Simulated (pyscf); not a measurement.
Four-centre exchange: HO–SiH₂–OH (SMILES O[SiH2]O) + HO–SiH₃ (SMILES O[SiH3]) → HO–SiH₂–O–SiH₂–OH (SMILES O[SiH2]O[SiH2]O) + H₂ (SMILES [H][H])

Gas phase, singlet surface, charge 0. Bonds broken: O1–H4, Si9–H11. Bonds formed: O1–Si9, H4–H11. PySCF, gas phase, ωB97X-D3(BJ)/def2-SVP geometries.

Transition state (Å):

```xyz
13

O     -1.4966     0.4224     0.9457
Si    -1.3573    -1.1655     0.2826
O     -0.4280    -1.0588    -1.0700
H     -1.8062     1.3369     0.3814
H     -0.7790    -1.9890     1.3675
H     -2.7202    -1.5942    -0.0968
H      0.3117    -0.4267    -1.0461
O      0.8796     1.4337    -0.4654
Si     0.0142     1.4918     0.9835
H      0.5571     2.0596    -1.1260
H     -1.3005     2.3641     0.1314
H      0.7967     0.4238     1.6953
H      0.0949     2.6424     1.9213
```

One imaginary mode, 1242i cm⁻¹; descent along it reached the two sides named, in the forms told below.

```csv
bond,change,reactant side (Å),saddle,product side
O1–H4,breaks,0.964,1.118,2.6
Si9–H11,breaks,1.482,1.793,3.6
O1–Si9,forms,3.1,1.851,1.656
H4–H11,forms,2.8,1.172,0.761
```

Electronic energies relative to the separated reactants (eV):

```
level                   barrier  reaction energy  reverse barrier
----------------------  -------  ---------------  ---------------
ωB97X-D3(BJ)/def2-TZVP     1.21            -1.21             2.43
PBE/def2-TZVP              1.14            -0.99             2.13
r²SCAN/def2-TZVP           1.14            -1.17             2.31
B3LYP-D3(BJ)/def2-TZVP     1.26            -1.16             2.42
PBE0-D3(BJ)/def2-TZVP      1.16            -1.08             2.23
M06-2X/def2-TZVP           1.25            -1.28             2.53
ωB97M-D3(BJ)/def2-TZVP     1.25            -1.13             2.38
HF/def2-TZVP               2.22            -0.99             3.21
```

With ωB97M-D3(BJ)/def2-TZVP energies and thermal terms (ideal gas, 1 atm, RRHO with modes under 100 cm⁻¹ raised to 100, one conformer, R ln 2 for rigid chiral ones), in eV:

```csv
T (K),ΔH‡,ΔG‡,ΔH,ΔG
298,1.20,1.78,-1.22,-1.05
600,1.20,2.37,-1.18,-0.89
900,1.22,2.96,-1.14,-0.75
1200,1.25,3.53,-1.12,-0.62
```

On the reactant side the descent ends in a complex (not fully relaxed), 0.31 eV under the separated species and 1.52 eV under the saddle at ωB97X-D3(BJ)/def2-TZVP. One saddle was located; it need not be the lowest between these sides.
